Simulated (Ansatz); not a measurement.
Pyrite RuS2, treated with LDA (Ansatz, an electronic-structure program, PAW).

Output (set-up and result lines):

```
WARN output.stress: scf.convergence.dr2_threshold = 1.6e-8 eV (the default of a walk held to its f_tol) is looser than the 1.2e-9 eV advised for a printed …
Relaxation: its limit of steps is 80 (relax.max_steps)
Crystal: 12 atoms, lattice volume = 174.346 Å³
Basis set: ecut = 520 eV, 4697 PW (Γ), exchange–correlation on 90×90×90 points (8 copies of the dense FFT grid, shifted against one another)
Bands: 68, of which v1, the nominal top of the filled ones, is band 56 counted from 1 (55 counted from 0)
Symmetry: 24 space group operations
Space group: Pa-3 (ITA 205), of the structure as read, at distance tolerance 5.6e-5 Å
k-points: 24 of 216
Functional: x = slater, c = lda
SCF iter   1: F=—  HF=-29998.378806 eV  |F-HF|=—  |Δ(HF+E_count)|=         —  Δρ=6.45e-3  dr2=2.51e-2
SCF iter   2: F=—  HF=-29998.377228 eV  |F-HF|=—  |Δ(HF+E_count)|=   1.58e-3  Δρ=3.67e-3  dr2=8.78e-3
  ...
SCF 1 converged in 6 iterations: F = -29998.375449 eV  dr2 = 2.85e-8
Crystal: 12 atoms, lattice volume = 174.346 Å³
Initial density: handed on by an earlier stage of this run
  ...
Crystal: 12 atoms, lattice volume = 174.346 Å³
SCF iter   5: F=-29998.375501 eV  HF=-29998.375501 eV  |F-HF|=1.46e-11  |Δ(HF+E_count)|=  1.56e-10  Δρ=1.51e-7  dr2=3.12e-11
SCF iter   6: F=-29998.375501 eV  HF=-29998.375501 eV  |F-HF|=7.28e-12  |Δ(HF+E_count)|=  1.46e-11  Δρ=2.81e-8  dr2=1.13e-12
SCF 3 converged in 6 iterations: F = -29998.375501 eV  dr2 = 1.13e-12
relax step   3: F+E_penalty+E_count = -29998.37550080 eV  Δ(F+E_penalty+E_count) = -1.974e-5 eV  max|allowed force component| = 8.734e-6 eV/Å  Δτ_max = 0.0006 Å  (6 SCF iters, accepted)
SCF converged after 6 iterations
Free energy (F): -29998.375501 eV
Internal energy: -29998.375501 eV  (E = F + TS)
E sigma→0 (E₀):  -29998.375501 eV
Fermi energy:    13.632607 eV
--- Forces (eV/Å), atoms counted from 1 ---
  atom   1  Ru     0.00000000    -0.00000000     0.00000000
  atom   2  Ru     0.00000000    -0.00000000    -0.00000000
  atom   3  Ru     0.00000000    -0.00000000     0.00000000
  atom   4  Ru     0.00000000    -0.00000000     0.00000000
  atom   5  S      0.00000873    -0.00000873     0.00000873
  atom   6  S      0.00000873     0.00000873    -0.00000873
  atom   7  S      0.00000873     0.00000873     0.00000873
  atom   8  S     -0.00000873    -0.00000873    -0.00000873
  atom   9  S     -0.00000873     0.00000873     0.00000873
  atom  10  S     -0.00000873    -0.00000873     0.00000873
  atom  11  S      0.00000873    -0.00000873    -0.00000873
  atom  12  S     -0.00000873     0.00000873    -0.00000873
--- Stress (GPa, compression-positive) ---
       -3.937819      -0.000000       0.000000
       -0.000000      -3.937819       0.000000
        0.000000       0.000000      -3.937819
  P = ⅓ Tr σ = -3.9378 GPa (-39.378 kbar)
```

Write an input file that could have produced this run (the log leaves some choices open).

Several could match; the one computed here: 
Ansatz 0.2 input:
```yaml
crystal:
  lattice:
    - [5.5864644431, 0.0, 0.0]
    - [0.0, 5.5864644431, 0.0]
    - [0.0, 0.0, 5.5864644431]
  atoms:
    - { symbol: Ru, position: [0.0, 0.5, 0.5] }
    - { symbol: Ru, position: [0.5, 0.0, 0.5] }
    - { symbol: Ru, position: [0.0, 0.0, 0.0] }
    - { symbol: Ru, position: [0.5, 0.5, 0.0] }
    - { symbol: S, position: [0.6138645017, 0.8861354983, 0.1138645017] }
    - { symbol: S, position: [0.1138645017, 0.6138645017, 0.8861354983] }
    - { symbol: S, position: [0.6138645017, 0.6138645017, 0.6138645017] }
    - { symbol: S, position: [0.3861354983, 0.3861354983, 0.3861354983] }
    - { symbol: S, position: [0.8861354983, 0.1138645017, 0.6138645017] }
    - { symbol: S, position: [0.8861354983, 0.3861354983, 0.1138645017] }
    - { symbol: S, position: [0.1138645017, 0.8861354983, 0.3861354983] }
    - { symbol: S, position: [0.3861354983, 0.1138645017, 0.8861354983] }
basis:
  ecutwfc: 520
  ecutrho_ratio: 4
  xc_grid: 2
kpoints:
  mp_grid: { grid: [6, 6, 6] }
hamiltonian:
  xc: lda
  dispersion: none
  pseudopotentials: { kind: paw }
scf:
  occupations: { method: fermi_dirac, width: 0.01 }
output:
  forces: true
  stress: true
  eigenvalues: true
relax:
  f_tol: 0.004
  escape_saddle: false
  max_steps: 80
```

The cell is one volume of an energy–volume scan, off the minimum.

The PAW data were made under PBE.
